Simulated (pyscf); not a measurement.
## Routes from `[SiH3][SeH]` + `[SeH2]`

Candidate steps break at most two bonds and form at most two. Each was searched with GFN2-xTB (tblite) first. Optimised with ωB97X-D3(BJ)/def2-SVP in PySCF. Energies: ωB97M-D3(BJ)/def2-TZVP, kcal/mol, from the separated reactants, singlet surface; ΔG‡ with ideal gas, 1 atm, RRHO with modes under 100 cm⁻¹ raised to 100, one conformer, R ln 2 for chiral ones without a mode under 150 cm⁻¹.

```csv
products,type,ΔE‡,ΔE,ΔG‡ 298 K,ΔG‡ 900 K,ν‡ (cm⁻¹)
HSe–SiH₂–SeH + H₂,four-centre exchange,44.2,-9.8,54.8,77.2,1329i
H₃Si–Se–SeH + H₂,four-centre exchange,77.4,+4.8,86.5,108.1,1597i
```

Plain bond fissions and candidates not yet searched are not listed, and one of them may be faster. Each barrier is that of the saddle found; lower ones may exist. A restricted solution here is unstable towards spin polarisation, so biradical character is likely and single-reference numbers are less safe. Elements up to Kr have no core potential and no relativistic terms here.
